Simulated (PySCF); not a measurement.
Oxygen: a sound run and one with changed settings

Sound run: O [He] 2s2 2p4, O⁺ [He] 2s2 2p3. Calculation: PySCF 2.14, in aug-cc-pVDZ (4s3p2d, 23 functions); no relativity, point nucleus. The sound run starts from symmetry-adapted Hartree-Fock orbitals and uses a fine grid where one is needed.

A second run was set up differently.

| species | method | sound run (hartree) | changed run (hartree) | converged |
| --- | --- | --- | --- | --- |
| O | UHF | -74.79660 | -74.79596 | no |
| O | BP86 | -75.06708 | -75.06681 | no |
| O | PBE | -74.99113 | -74.99084 | no |
| O⁺ | UHF | -74.35350 | -74.35286 | no |
| O⁺ | BP86 | -74.54443 | -74.54440 | no |
| O⁺ | PBE | -74.47485 | -74.47483 | no |

What was changed?
A. radial grid too coarse
B. too few SCF iterations
C. all electrons correlated in a valence basis
D. level shift left on

B. It used initial guess minao, at most 3 SCF cycles. The SCF was stopped early; the energies are upper bounds that still move, and correlated levels were skipped or rest on poor orbitals.
